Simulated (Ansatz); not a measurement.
## FMg: a scan of the bond length, step by step

Computed with Ansatz 0.2.0, Python API.

Interactive session:
```pycon
>>> import ansatz as az
>>> from ase.data import atomic_masses, atomic_numbers
>>> import numpy as np
>>> BASIS = 'def2-SVP'
>>> FUNCTIONAL = 'R2SCAN0'
>>> geometry_ang = [
...     ('F', [-0.7949, 0.237, -0.4177]),
...     ('Mg', [0.8243, -0.2972, 0.4217]),
... ]
>>> molecule = az.Crystal.molecule()
>>> for symbol, xyz in geometry_ang:
...     molecule = molecule.atom(symbol, xyz)
...
>>> symbols = [site.symbol for site in molecule.cartesian_sites]
>>> start = np.array([site.position_ang for site in molecule.cartesian_sites])
>>> axis = (start[1] - start[0]) / np.linalg.norm(start[1] - start[0])
>>> moving = [1]
>>> lengths, energies = [1.672, 1.748, 1.824, 1.9, 1.976, 2.053, 2.129, 2.243], []
>>> for length in lengths:
...     xyz = start.copy()
...     xyz[moving] += (length - np.linalg.norm(start[1] - start[0])) * axis
...     point = az.Crystal.molecule()
...     for symbol, xyz in zip(symbols, xyz):
...         point = point.atom(symbol, xyz.tolist())
...     calc = (
...         point.calculation()
...         .basis(gaussian=BASIS)
...         .functional(FUNCTIONAL)
...         .spin('collinear', total=1)
...     )
...     r = calc.run(threads=1).report
...     energies.append(r['free_energy_ev'])
...     print(f'r = {length:6.3f} A  E = {energies[-1]:.5f} eV  <S^2> = {abs(r["mean_field"]["state"]["spin_squared"]):.3f}')
...
r =  1.672 A  E = -8155.64821 eV  <S^2> = 0.750
r =  1.748 A  E = -8155.74522 eV  <S^2> = 0.750
r =  1.824 A  E = -8155.71136 eV  <S^2> = 0.751
r =  1.900 A  E = -8155.58754 eV  <S^2> = 0.751
r =  1.976 A  E = -8155.40264 eV  <S^2> = 0.751
r =  2.053 A  E = -8155.17427 eV  <S^2> = 0.751
r =  2.129 A  E = -8154.92362 eV  <S^2> = 0.751
r =  2.243 A  E = -8154.52426 eV  <S^2> = 0.752
>>> # quartic fit about the minimum
>>> fit = np.polynomial.Polynomial.fit(lengths, np.array(energies) - min(energies), 4).convert()
>>> roots = [r.real for r in fit.deriv().roots() if abs(r.imag) < 1e-9 and fit.deriv(2)(r.real) > 0]
>>> r_e = min(roots, key=lambda r: abs(r - lengths[int(np.argmin(energies))]))
>>> print(f'minimum of the fit at {r_e:.4f} A, force constant {fit.deriv(2)(r_e):.2f} eV/A^2')
minimum of the fit at 1.7635 A, force constant 20.69 eV/A^2
>>> m1, m2 = (atomic_masses[atomic_numbers[s]] for s in symbols)
>>> mu = m1 * m2 / (m1 + m2)
>>> print(f'harmonic wavenumber {521.4709 * np.sqrt(fit.deriv(2)(r_e) / mu):.0f} 1/cm, rotational constant {16.857629 / (mu * r_e ** 2):.4f} 1/cm')
harmonic wavenumber 726 1/cm, rotational constant 0.5084 1/cm
```

The lowest point is at 1.748 Å. At the shortest distance (1.67 Å) the energy is 0.10 eV higher, at the longest (2.24 Å) 1.22 eV.

Total energies depend on the basis set; only differences at equal settings carry meaning. The basis set is modest, and single-reference methods fail as a bond breaks. The species is open-shell (spin multiplicity 2). The spin state was assumed, and another may lie lower. Hardware and time: 8.1 s on 1 thread of AMD EPYC 9R45 96-Core Processor (Zen 5), on a shared host, peak memory 0.2 GiB.

(Lines on the test bed's own set-up are left out of the output.)
